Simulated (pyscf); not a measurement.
Optimised with ωB97X-D3(BJ)/def2-SVP in PySCF.

Problem. Estimate by transition-state theory the rate constant of HO–Ga(OH)–OH (SMILES [OH][Ga]([OH])[OH]) + H₂ (SMILES [H][H]) → HO–GaH–OH (SMILES [OH][GaH][OH]) + H₂O (SMILES O) (singlet surface; Ga–O, H–H broken, Ga–H, H–O formed) at 900 K, with ωB97M-D3(BJ)/def2-TZVP energies (ideal gas, 1 atm, RRHO with modes under 100 cm⁻¹ raised to 100, one conformer, R ln 2 for chiral ones without a mode under 150 cm⁻¹; no tunnelling).

Solution. The electronic barrier is 23.8 kcal/mol and the thermal terms add +25.2, so ΔG‡ = 49.1 kcal/mol. With k_BT/h = 1.88e+13 s⁻¹ and RT = 1.788 kcal/mol, and a volume of 1.23e-19 cm³ per molecule at 1 atm, k = 2.8e-18 cm³ molecule⁻¹ s⁻¹. Wigner's tunnelling factor for 1314i cm⁻¹ would be 1.18. A shift of 1 kcal/mol in the barrier changes k by a factor 1.7. On the product side the descent ends in an adduct with a Ga–O contact, 16.0 kcal/mol under the separated species and 31.4 kcal/mol under the saddle at ωB97X-D3(BJ)/def2-TZVP. What is counted as broken (Ga–O) persists as a longer contact in the product adduct; parting that adduct is a step of its own. At the saddle there is also a short Ga–H contact that neither side keeps. One saddle was located; it need not be the lowest between these sides. Elements up to Kr have no core potential and no relativistic terms here.
